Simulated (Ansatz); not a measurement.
`PBS` + H₂ → PH₃ + `BS` at 600 K and 1 bar (hydrogenolysis of a P–B bond).

Calculated with Ansatz (gas phase, PBE0-D4/def2-TZVP geometries, no zero-point term in ΔE). CCSD(T)/CBS is the MP2 limit (def2-TZVPP, def2-QZVPP) plus CCSD(T) − MP2 in def2-TZVPP, frozen cores. This one scheme is used for every species. Each species was taken in one conformer, which may not be the lowest.

```tsv
species	CCSD(T)/CBS energy (Eh)	H − E (kJ/mol)	S (J/(mol·K))
`PBS`	-765.92930	149.8	359.4
H₂	-1.17544	43.9	150.8
PH₃	-342.72256	86.3	240.2
`BS`	-424.38198	108.7	286.1
```

H − E and S are ideal-gas, rigid-rotor, harmonic terms from PBE0-D4/def2-TZVP, for one conformer and one mirror image of each species. The MP2-based limit puts H₂ 0.8 mEh under its directly extrapolated value; such offsets cancel only in part. 1 Eh = 2625.50 kJ/mol, R = 8.31446 J/(mol·K).

Q: By hand: ΔE, ΔH, ΔS and ΔG.

A: ΔE = (-342.72256) + (-424.38198) − (-765.92930) − (-1.17544) = 0.00020 Eh = 0.5 kJ/mol. Δ(H − E) = 86.3 + 108.7 − 149.8 − 43.9 = 1.3, so ΔH = 1.8 kJ/mol. ΔS = 240.2 + 286.1 − 359.4 − 150.8 = 16.1 J/(mol·K). ΔG = 1.8 − 600 × (16.1)/1000 = -7.9 kJ/mol.

Q: By hand: the equilibrium constant, and the temperature at which ΔG would vanish if ΔH and ΔS stayed fixed.

A: log₁₀ K = −ΔG/(RT ln 10) = 0.7. ΔG = 0 at ΔH/ΔS = 112 K, though so small a ΔH makes that figure unsure.

TΔS isn't small against ΔH here. A doubt of 5 kJ/mol in ΔE shifts log₁₀ K by 0.4 here. Other conformers and mirror images would add mixing entropy, several J/(mol·K) or more a flexible species. These are equilibria of isolated gas molecules and say nothing of rates. Largest T1 diagnostic: 0.016 (customary marks: 0.02 for closed shells, 0.045 for open ones).
